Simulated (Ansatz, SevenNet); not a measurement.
Elastic constant C12 (GPa) of 36 elemental solids other than molecular ones, computed with the machine-learned potential SevenNet-l3i5 (trained on PBE and PBE+U data) and with PBE (Ansatz, a first-principles code, PAW). The set holds measured phases with no doubt noted on the run or the magnetic state but for the caveats below. 7 more of the class have both values but aren't in it, for one of these reasons: built or high-temperature cells, doubts on the run or the magnetic state, unlike cells, values of zero, layered or molecular crystals. Solids without a value at one level (not run, failed, or a magnetic order lost), or held back for tests, aren't counted.

Every twentieth of the way through the set, in order of the shift (worked out from unrounded values):

| solid | SevenNet-l3i5 | PBE | shift (%) |
|---|---|---|---|
| hcp Be | 125 | 21.2 | -83 |
| diamond | 271 | 125 | -54 |
| body-centred tetragonal In | 38.7 | 24.1 | -38 |
| α-phase Ga | 41.6 | 26.3 | -37 |
| hcp Os | 328 | 220 | -33 |
| hcp Ti | 111 | 82.7 | -25 |
| fcc Ir | 300 | 229 | -24 |
| hcp Hf | 88.6 | 69.5 | -22 |
| hcp Tc | 265 | 219 | -17.4 |
| hcp Re | 313 | 266 | -14.9 |
| fcc Cu | 141 | 123 | -13.2 |
| hcp Cd | 43.7 | 38.4 | -12.2 |
| hcp Y | 27.7 | 25.0 | -9.6 |
| fcc Pb | 37.3 | 35.7 | -4.4 |
| hcp Tl | 25.4 | 24.4 | -4.1 |
| fcc Pt | 224 | 219 | -2.1 |
| fcc Pd | 147 | 152 | +3.4 |
| hcp Sc | 33.6 | 37.7 | +12.2 |
| fcc Sr | 7.96 | 9.82 | +23 |
| white tin (β-Sn) | 33.2 | 55.7 | +68 |
| hcp Co | 64.4 | 169 | +163 |

The shift from SevenNet-l3i5 to PBE has a median of -13.8 %, and eight in ten lie between -42 % and +20 %; PBE is the larger in 8 of 36. Each level is at its own cell, so the shift holds the change of volume too.

Ansatz's runs of these crystals have no spin polarisation, but for bcc Fe, hcp Co, fcc Ni.

Density-functional runs with spin start from parallel moments for bcc Fe, parallel moments for hcp Co, parallel moments for fcc Ni.

Spin–orbit coupling is left out, also for the solids with elements from indium on (body-centred tetragonal In, fcc Pt, hcp Os, bcc Ba, white tin (β-Sn), double-hcp La, hcp Tl, fcc Ir, hcp Re, hcp Hf and 3 more); its size isn't shown.

Each level is taken at its own relaxed cell. Ansatz's density-functional and Hartree–Fock values are scalar-relativistic unless marked +SOC, with PAW data made under PBE.
